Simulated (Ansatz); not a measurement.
Relaxation of CH₆AlF (9 atoms, charge 0, multiplicity 1), to a largest force component of 0.03 eV/Å in at most 50 steps.

Theory: Ansatz, RKS B3LYP-D4/def2-SVP.

```xyz
9
Properties=species:S:1:pos:R:3:forces:R:3
Al -0.055 0.518 -0.434 -0.02 0.06 0.11
H 0.162 0.113 2.287 0.26 -1.63 0.66
C 1.724 0.018 -1.034 0.05 -0.07 -0.04
H 1.792 -1.044 -1.328 -0.02 0.05 0.00
H 2.026 0.622 -1.910 -0.01 -0.01 0.02
H 2.479 0.199 -0.251 0.00 0.03 0.01
H -1.382 -0.317 -0.629 0.01 0.04 0.00
F -0.231 2.019 0.315 -0.04 0.03 -0.24
H 0.060 0.770 2.011 -0.23 1.49 -0.53
```

**Question.** Where does it end, and by what steps?

**Answer.** The run converged. The force dipped under the threshold on the way, but the program's further checks kept it going. After 16 steps the energy has fallen by 0.089 eV; H2 moved furthest, 0.56 Å.

```csv
step,energy less start (eV),largest force component (eV/Å),accepted
0,0.0000,1.627,yes
1,-0.0526,0.545,yes
2,-0.0642,0.376,yes
3,-0.0752,0.078,yes
4,-0.0827,0.244,yes
5,-0.0843,0.189,yes
6,-0.0810,0.339,no
7,-0.0856,0.043,yes
8,-0.0860,0.033,yes
9,-0.0868,0.048,yes
10,-0.0783,0.448,no
11,-0.0878,0.077,yes
12,-0.0879,0.088,yes
13,-0.0886,0.078,yes
14,-0.0889,0.047,yes
15,-0.0892,0.017,yes
16,-0.0893,0.023,yes
```

```xyz
9
Properties=species:S:1:pos:R:3
Al -0.063 0.659 -0.374
H 0.218 -0.241 1.852
C 1.708 0.064 -0.921
H 1.839 -1.023 -0.783
H 1.873 0.269 -1.994
H 2.507 0.583 -0.364
H -1.408 -0.145 -0.572
F -0.233 2.225 0.207
H 0.132 0.507 1.975
```

Run time: 23 s on 1 thread of Intel(R) Xeon(R) 6975P-C (Granite Rapids), with other jobs on the host, peak memory 0.15 GiB.
